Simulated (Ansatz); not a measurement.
# AlCO+ (triplet): wave-function methods side by side, cc-pVTZ

How much of the correlation energy of AlCO+ (triplet) does each wave-function method recover here?

Computed with Ansatz 0.2.0, Gaussian basis. Level: cc-pVTZ, core rule «outside noble gas», up to 7 orbitals frozen.

The runs, in order: UHF; CCSD(T) on ROHF; CCSD(T) on UHF; BCCD(T) on ROHF; CCSDT(Q) on ROHF; CCSDT(Q) on UHF.

5 further runs of the same task are left out: 2 for a known fault of the program, 3 set aside as unsound or not needed.

**1. The system**

The geometry is a PBE0/def2-TZVP stationary point (not a proven minimum) of the parent state, kept for this charge and spin.

3 atoms, charge 1, spin multiplicity 3.

Atoms are counted from 1 here; the program's logs count them from 0.

Bond lengths: Al1–C2 1.847 Å, C2–O3 1.158 Å. Angles: Al1–C2–O3 180.0°.

Coordinates:

```tsv
atom	x (Å)	y (Å)	z (Å)
Al1	0.0000	0.0000	1.6172
C2	0.0000	0.0000	-0.2294
O3	0.0000	0.0000	-1.3878
```

**2. UHF**

Input file in.yaml:

```yaml
crystal:
  periodic: [false, false, false]
  atoms:
    - {symbol: Al, position_ang: [0.000000, 0.000000, 1.617200]}
    - {symbol: C, position_ang: [0.000000, 0.000000, -0.229400]}
    - {symbol: O, position_ang: [0.000000, 0.000000, -1.387800]}
basis:
  gaussian: {orbitals: cc-pVTZ}
total_charge: 1
magnetization: {spin_polarized: true, initial_magnetization: 2}
hamiltonian: {xc: hf}
output: {orbitals: {seedname: orbitals}}
```

Launch:

```sh
> ansatz run in.yaml --threads 1 --pin off --events-out ev --progress --plain --max-ram 2560MiB --backend cpu
```

Further steps of the session: CCSD(T) on ROHF; CCSD(T) on UHF; BCCD(T) on ROHF; CCSDT(Q) on ROHF; CCSDT(Q) on UHF.

Q: Predict the results of all the runs planned. Wanted: UCCSDT(Q) from the RHF energy; RMP2 from UCCSDT(Q); UMP2 from UCCSDT(Q); RCCSD from UCCSDT(Q); RCCSD(T) from UCCSDT(Q); UCCSD(T) from UCCSDT(Q); RCCSDT(Q) from UCCSDT(Q); T1 diagnostic.

**Answer**, as computed:

```
                         quantity         value
    UCCSDT(Q) from the ROHF energy   -11.3585 eV
              RMP2 from UCCSDT(Q)  +62.9 kJ/mol
              UMP2 from UCCSDT(Q)  +65.9 kJ/mol
             RCCSD from UCCSDT(Q)  +59.8 kJ/mol
          RCCSD(T) from UCCSDT(Q)   +5.4 kJ/mol
          UCCSD(T) from UCCSDT(Q)   +5.4 kJ/mol
         RCCSDT(Q) from UCCSDT(Q)   +0.9 kJ/mol
levels within 1 kcal/mol (43 meV)     RCCSDT(Q)
                    T1 diagnostic         0.025
```

What this shows: RCCSD(T) misses by +5.4 kJ/mol, 0.5 % of the correlation energy. These misses are within one basis, not against nature; the frozen cores of restricted and unrestricted runs differ, which can shift their rows.
